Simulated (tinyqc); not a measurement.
ROHF in the sto-3g basis, for H2O, spin multiplicity 3, step by step. One step of it, computed by the program tinyqc.

Question. Iteration 1: diagonalisation and new density. Diagonalise F' = X^T F X, C = X C', fill 6 alpha and 4 beta electrons from the bottom; D(s) = C_occ C_occ^T. Each column has its largest component positive (the first on a tie).

effective F (hartree), order 1O 1s, 1O 2s, 1O 2px, 1O 2py, 1O 2pz, 2H 1s, 3H 1s:
```
[[-19.479041, -5.007568, 0.000000, 0.000000, -0.006367, -0.802378, -0.802378],
 [-5.007568, -2.102942, 0.000000, 0.000000, -0.136652, -0.652799, -0.652799],
 [0.000000, 0.000000, 0.275224, 0.000000, 0.000000, 0.000000, 0.000000],
 [0.000000, 0.000000, 0.000000, -0.122272, 0.000000, -0.188406, 0.188406],
 [-0.006367, -0.136652, 0.000000, 0.000000, -0.115549, -0.230070, -0.230070],
 [-0.802378, -0.652799, 0.000000, -0.188406, -0.230070, -0.241042, -0.294678],
 [-0.802378, -0.652799, 0.000000, 0.188406, -0.230070, -0.294678, -0.241042]]
```

X, order 1O 1s, 1O 2s, 1O 2px, 1O 2py, 1O 2pz, 2H 1s, 3H 1s:
```
[[-0.347245, 0.000000, 0.728118, 0.000000, 0.623866, 0.000000, 0.164018],
 [1.015729, 0.000000, -0.322185, 0.000000, 0.343559, 0.000000, 0.422818],
 [0.000000, 0.000000, 0.000000, 1.000000, 0.000000, 0.000000, 0.000000],
 [0.000000, 0.807619, 0.000000, 0.000000, 0.000000, 0.723667, 0.000000],
 [0.534144, 0.000000, 0.666448, 0.000000, -0.591332, 0.000000, 0.229836],
 [-0.637936, -0.784802, -0.175651, 0.000000, -0.143845, 0.372353, 0.388190],
 [-0.637936, 0.784802, -0.175651, 0.000000, -0.143845, -0.372353, 0.388190]]
```

Give: F' = X^T F X; orbital energies; coefficients C; D(alpha) after iteration 1; D(beta) after iteration 1.

Answer.

F' = X^T F X (hartree):
```
[[-0.3063, 0.0000, 1.9692, 0.0000, 1.7991, 0.0000, 0.4892],
 [0.0000, 0.4640, 0.0000, 0.0000, 0.0000, -0.0021, 0.0000],
 [1.9692, 0.0000, -7.8572, 0.0000, -8.5419, 0.0000, -3.5392],
 [0.0000, 0.0000, 0.0000, 0.2752, 0.0000, 0.0000, 0.0000],
 [1.7991, 0.0000, -8.5419, 0.0000, -9.6398, 0.0000, -4.1278],
 [0.0000, -0.0021, 0.0000, 0.0000, 0.0000, -0.2522, 0.0000],
 [0.4892, 0.0000, -3.5392, 0.0000, -4.1278, 0.0000, -2.5042]]
```

orbital energies (hartree): [-19.4887, -0.9247, -0.2522, -0.1923, 0.2752, 0.2983, 0.4640]

coefficients C, order 1O 1s, 1O 2s, 1O 2px, 1O 2py, 1O 2pz, 2H 1s, 3H 1s:
```
[[0.9939, -0.2376, 0.0000, 0.1146, 0.0000, -0.0972, 0.0000],
 [0.0262, 0.8745, 0.0000, -0.5575, 0.0000, 0.5967, 0.0000],
 [0.0000, 0.0000, 0.0000, 0.0000, 1.0000, 0.0000, 0.0000],
 [0.0000, 0.0000, 0.7261, 0.0000, 0.0000, 0.0000, 0.8055],
 [0.0026, 0.1511, 0.0000, 0.6904, 0.0000, 0.7953, 0.0000],
 [-0.0047, 0.1431, 0.3700, 0.3465, 0.0000, -0.6845, -0.7859],
 [-0.0047, 0.1431, -0.3700, 0.3465, 0.0000, -0.6845, 0.7859]]
```

D(alpha) after iteration 1, order 1O 1s, 1O 2s, 1O 2px, 1O 2py, 1O 2pz, 2H 1s, 3H 1s:
```
[[1.0668, -0.3036, 0.0000, 0.0000, -0.0314, 0.0676, 0.0676],
 [-0.3036, 1.4323, 0.0000, 0.0000, 0.2218, -0.4767, -0.4767],
 [0.0000, 0.0000, 1.0000, 0.0000, 0.0000, 0.0000, 0.0000],
 [0.0000, 0.0000, 0.0000, 0.5272, 0.0000, 0.2687, -0.2687],
 [-0.0314, 0.2218, 0.0000, 0.0000, 1.1320, -0.2835, -0.2835],
 [0.0676, -0.4767, 0.0000, 0.2687, -0.2835, 0.7461, 0.4723],
 [0.0676, -0.4767, 0.0000, -0.2687, -0.2835, 0.4723, 0.7461]]
```

D(beta) after iteration 1, order 1O 1s, 1O 2s, 1O 2px, 1O 2py, 1O 2pz, 2H 1s, 3H 1s:
```
[[1.0574, -0.2456, 0.0000, 0.0000, 0.0458, 0.0010, 0.0010],
 [-0.2456, 1.0762, 0.0000, 0.0000, -0.2527, -0.0682, -0.0682],
 [0.0000, 0.0000, 0.0000, 0.0000, 0.0000, 0.0000, 0.0000],
 [0.0000, 0.0000, 0.0000, 0.5272, 0.0000, 0.2687, -0.2687],
 [0.0458, -0.2527, 0.0000, 0.0000, 0.4995, 0.2609, 0.2609],
 [0.0010, -0.0682, 0.0000, 0.2687, 0.2609, 0.2775, 0.0037],
 [0.0010, -0.0682, 0.0000, -0.2687, 0.2609, 0.0037, 0.2775]]
```
